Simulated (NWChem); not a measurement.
**Basis-set dependence for hydrogen chloride (HCl)**

```xyz
2

Cl     0.0000     0.0000     0.0716
H      0.0000     0.0000    -1.2180
```
Charge 0, spin multiplicity 1.

All runs are NWChem calculations. Structure: optimised with B3LYP/def2-SVP, a minimum by its harmonic frequencies.

Hartree-Fock energies in Ha, correlation energies in mHa.

The correlated methods keep 5 core orbitals frozen. The Pople sets run with spherical d functions. Coupled-cluster values serve here as a point of comparison, not as the truth.

```
basis    functions         RHF     MP2  SCS-MP2    CCSD  CCSD+T(CCSD)  CCSD(T)  CR-CCSD[T]  CR-CCSD(T)    CCSDT   RI-MP2
-------  ---------  ----------  ------  -------  ------  ------------  -------  ----------  ----------  -------  -------
6-31G*          20  -460.05797  -130.9   -129.7  -148.1        -150.5   -150.4      -150.2      -150.1   -150.7  not run
cc-pVDZ         23  -460.08935  -146.5   -144.1  -162.9        -165.3   -165.3      -165.0      -165.0   -165.5   -146.4
cc-pVTZ         48  -460.10654  -202.8   -202.3  -222.9        -230.6   -230.6      -229.5      -229.5  not run   -202.7
cc-pVQZ         89  -460.11091  -222.6   -224.3  -241.6        -251.2   -251.1      -249.8      -249.8  not run   -222.6
```

From cc-pVTZ to cc-pVQZ the Hartree-Fock energy moves by -4.4 mHa and the MP2 correlation energy by -19.9 mHa, which is 9 % of its value in the larger set.
